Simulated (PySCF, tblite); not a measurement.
## How well do the runs reproduce experiment for fluorine?

**Experimental background.**

From NIST CCCBDB Release 22 (SRD 101), experimental polarizabilities, for the gas: mean polarisability 1.16 Å³.

From CRC Handbook of Chemistry and Physics, for the gas at 298.15 K: standard entropy 202.8 J/(mol K).

The runs below try to reproduce these values; the comparison stands at the end.

Fluorine, F2.
Atom-mapped SMILES: `[F:1][F:2]`

Cartesian coordinates in Å at the GFN2-xTB level; atoms count from 1:
```
atom  x, y, z in Å
F1     0.703   -0.003   -0.003
F2    -0.700    0.004   -0.011
```

The PySCF runs (gas phase, on this GFN2-xTB geometry; no spin–orbit coupling):

| level | job | basis functions |
| --- | --- | --- |
| CAM-B3LYP/def2-SVPD | 8 singlets by full TDDFT, 3 Tamm–Dancoff triplets, polarisability | 46 |
| PBE0/def2-SVPD | 6 singlets by full TDDFT, 2 Tamm–Dancoff triplets, polarisability, density and orbital grids written | 46 |

GFN2-xTB wavenumbers (cm⁻¹, harmonic, unscaled, at the method's own geometry): 703. Point group D∞h, symmetry number 2. Entropy at 298.15 K and 1 bar in J/(mol K): translation 154.2, rotation 47.8, vibration 1.3.

Results beside the measurements:

**Mean polarisability.** Measured: 1.16 Å³ (NIST CCCBDB Release 22 (SRD 101), experimental polarizabilities).

```tsv
level	computed (Å³)	computed − measured (Å³)	% (from the printed values)
CAM-B3LYP/def2-SVPD	1.24	+0.08	+7
PBE0/def2-SVPD	1.22	+0.06	+5
```

Closest is PBE0/def2-SVPD (+0.06 Å³), furthest CAM-B3LYP/def2-SVPD (+0.08 Å³); one molecule doesn't rank methods. The computed values are static and purely electronic, with core orbitals frozen in the response (1 au = 0.148185 Å³). The table of measured values doesn't say here whether a value is static or optical, or holds a vibrational part.

**Standard entropy at 298.15 K.** Measured: 202.8 J/(mol K) (298.15 K; CRC Handbook of Chemistry and Physics).

| level | computed (J/(mol K)) | computed − measured (J/(mol K)) | % (from the printed values) |
| --- | --- | --- | --- |
| GFN2-xTB, rigid rotor and harmonic oscillator | 203.3 | +0.5 | 0 |

Ideal gas at 1 bar, most abundant isotopes; table values of this kind come from calorimetry or from spectroscopic constants.

The geometry is computed, not the measured one. Where a level misses, the cause wasn't examined.
